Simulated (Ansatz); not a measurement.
## Exact exchange and the vertical energy of the triplet above the singlet of C2H2Cl4 (1,1,2,2-tetrachloroethane)

The species is C2H2Cl4 (8 atoms), meant as a singlet with charge 0. SMILES: `ClC(Cl)C(Cl)Cl`. Geometry: relaxed at PBE0-D4/def2-TZVP. This is one conformer, not always the lowest.

The vertical energy of the triplet above the singlet y, in eV, basis cc-pVDZ; a is the functional's share of exact exchange. Programs: Ansatz 0.2.0.

| functional | program | a | y (eV) |
| --- | --- | --- | --- |
| r2SCAN | Ansatz | 0 | 6.06 |
| revPBE | Ansatz | 0 | 5.77 |
| B3LYP | Ansatz | 0.2 | 6.38 |
| PBE0 | Ansatz | 0.25 | ? |
| BHLYP | Ansatz | 0.5 | 6.78 |

**Question.** Fit y = c + s·a to the known rows and predict PBE0.

**Answer.** 
1. Means of the 4 rows: a = 0.1750, y = 6.247.
2. Σ(Δa)² = 0.1675, Σ(Δa·Δy) = 0.29275, so the slope is 0.29275/0.1675 = 1.7478.
3. Intercept: 6.247 − (1.7478) × 0.1750 = 5.941. The largest residual of the fit is 0.17.
4. PBE0: 5.941 + (1.7478) × 0.25 = 6.38 eV.

The run gave 6.50 eV, so the prediction is off by -0.12 eV, within the scatter of the fit. The rows mix families of semi-local functionals, which the line can't see.
